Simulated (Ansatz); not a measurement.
# CH3BS: the cost of one run

All numbers are computed with Ansatz 0.2.0 through its Python package. Level of theory: Hartree-Fock/def2-SVP.

## 1. The structure

Bond lengths: B1–C2 1.569 Å, B1–S3 1.901 Å, C2–S3 1.705 Å, B1–H4 1.158 Å, C2–H5 1.124 Å, C2–H6 1.119 Å. Angles: B1–C2–S3 70.9°, B1–C2–H5 113.7°, B1–C2–H6 115.9°, S3–C2–H5 113.8°, S3–C2–H6 114.4°, H5–C2–H6 119.0°, C2–B1–S3 57.9°, C2–B1–H4 134.7°, S3–B1–H4 147.4°, B1–S3–C2 51.2°.

The script holds or builds the structure itself.

## 2. Script

Input file ch3bs.py:

```python
import ansatz as az
import numpy as np

geometry_ang = [
    ('B', (-0.6147, -0.763, -0.0913)),
    ('C', (0.2651, 0.5157, 0.1405)),
    ('S', (1.1163, -0.8557, 0.69)),
    ('H', (-1.3252, -1.1208, -0.9325)),
    ('H', (0.6786, 0.9563, -0.8071)),
    ('H', (-0.078, 1.2035, 0.9542)),
]
ch3bs = az.Crystal.molecule()
for symbol, xyz in geometry_ang:
    ch3bs = ch3bs.atom(symbol, xyz)
symbols = [site.symbol for site in ch3bs.cartesian_sites]

start = np.array([site.position_ang for site in ch3bs.cartesian_sites])
for factor in [1.0, 1.3]:
    xyz = (start - start.mean(axis=0)) * factor
    scaled = az.Crystal.molecule()
    for symbol, place in zip(symbols, xyz):
        scaled = scaled.atom(symbol, place.tolist())
    calculation = (
        scaled.calculation()
        .basis(gaussian='def2-SVP')
        .functional('HF')
        .spin('collinear')
    )
    for search in ('off', 'standard'):
        try:
            data = calculation.scf(lower_state_search=search).run(threads=1).report
        except az.AnsatzError as error:
            print(f'x{factor} search {search}: {type(error).__name__}')
            continue
        state = data['mean_field']['state']
        print(f'all distances x{factor}, search {search:8s} E = {data["free_energy_ev"]:.5f} eV  <S^2> = {abs(state["spin_squared"]):.3f}  other states met: {len(data["mean_field"]["others"])}')
```

## 3. What the engine is handed

The engine receives this input (first run):

```yaml
crystal:
  periodic: [false, false, false]
  atoms:
    - { symbol: B, position_ang: [-0.6217166666666667, -0.7523333333333334, -0.08360000000000002] }
    - { symbol: C, position_ang: [0.25808333333333333, 0.5263666666666666, 0.1482] }
    - { symbol: S, position_ang: [1.1092833333333334, -0.8450333333333334, 0.6977] }
    - { symbol: H, position_ang: [-1.3322166666666666, -1.1101333333333334, -0.9248000000000001] }
    - { symbol: H, position_ang: [0.6715833333333333, 0.9669666666666666, -0.7994000000000001] }
    - { symbol: H, position_ang: [-0.08501666666666668, 1.2141666666666666, 0.9619] }
basis:
  gaussian:
    orbitals: def2-SVP
hamiltonian:
  xc: hf
magnetization:
  spin_polarized: true
scf:
  lower_state_search: "off"
```

## 4. Running it

On the command line:

```console
$ python ch3bs.py
```

**Question.** How long does this script take on 1 thread of Arm Neoverse V1, shared host, and how much memory does it need?

About 4.7 s, with a peak of 0.2 GiB.
